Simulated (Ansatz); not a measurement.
## doublet AlCl(+): levels of theory in one basis

```tsv
atom	x (Å)	y (Å)	z (Å)
Al	-0.0115	0.0285	-0.9794
Cl	-0.0006	0.0480	1.0049
```

Basis set: def2-SVP (spherical functions). Left uncorrelated: 10 orbitals. Correlation on ROHF uses semicanonical orbitals with singles. Charge 1, multiplicity 2.

Computed with Ansatz (development build ahead of 0.2.0); each method stands on the lowest determinant of its kind that the runs found.

| method | E − E(ROHF) (eV) | <S²> of the determinant |
| --- | --- | --- |
| ROHF | 0.00 | – |
| UHF | -0.02 | 0.75 |
| ROHF-MP2 | -4.25 | – |
| UHF-MP2 | -4.26 | 0.75 |
| ROHF-CCSD(T) | -4.79 | – |
| UHF-CCSD(T) | -4.80 | 0.75 |
